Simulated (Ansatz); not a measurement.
Molecule (SMILES): Cl[B]Cl, doublet.
Atoms: B1, Cl2, Cl3. Bonds: B1-Cl2, B1-Cl3.

Basis-set convergence of the highest harmonic wavenumber at HF with Ansatz (a program for electronic structure). Each level at its own minimum, finite differences of forces, unscaled; the reference is a large set that could be run, not a limit. All functions are spherical. The program fits the integrals of some runs and decomposes those of others, by size. Open shells are unrestricted. No added dispersion term, no relativity. Reference: the value in aug-pcseg-2, 1013 cm⁻¹, itself unsure by roughly 4 cm⁻¹ (its mean distance from aug-cc-pV(T+d)Z, def2-TZVPPD). Deviations are taken from unrounded values.

| basis | functions | highest harmonic wavenumber (cm⁻¹) | minus reference (cm⁻¹) |
|---|---|---|---|
| 3-21G | 35 | 911 | -102 |
| 6-31G | 35 | 945 | -67 |
| cc-pV(D+d)Z | 60 | 1025 | 13 |
| aug-pcseg-1 | 77 | 1007 | -6 |
| aug-cc-pV(D+d)Z | 87 | 1008 | -5 |
| 6-311++G(2d,2p) | 97 | 997 | -16 |
| def2-TZVP | 105 | 1009 | -4 |
| def2-TZVPP | 115 | 1009 | -4 |
| 6-311++G(3df,3pd) | 133 | 1013 | 0 |

The smallest set listed that lies within 50 cm⁻¹ of the reference with all its larger relatives (same family, alike in diffuse functions; a set with none counts only in the reference's own line) is cc-pV(D+d)Z (60 functions, 13 cm⁻¹ off). (Relatives not listed, tested too: cc-pV(T+d)Z -3, jun-cc-pV(T+d)Z -4, aug-pcseg-2 0, aug-cc-pV(T+d)Z -5 cm⁻¹.)
